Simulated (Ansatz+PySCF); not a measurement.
Results of a calculation; reference values are marked as such.
## PySCF 2.14.0 run

```python
from pyscf import gto, scf, cc

mol = gto.M(atom="""
Si 0.000000 0.000000 0.000000
H 2.848560 0.000000 0.000000
H -2.848560 0.000000 0.000000
""", basis='6-31g', charge=0, spin=0)
mf = scf.RHF(mol)
mf.kernel()
mycc = cc.CCSD(mf, frozen=5).run()
et = mycc.ccsd_t()
print(mf.e_tot, mycc.e_corr, et, mycc.e_tot + et)
```

The script is written out from the run's settings.

Results

```yaml
Converged: yes
Reference_energy: -289.66122 hartree
CCSD_correlation_energy: -0.14332 hartree
Triples_correction: -0.00522 hartree
Total_energy: -289.80976 hartree
Spin_squared_of_the_determinant: 0.000
```

This is not the lowest solution: another run reaches a determinant 0.16 eV lower. Caution: large amplitudes, a single reference is doubtful; an unrestricted determinant lies well below.
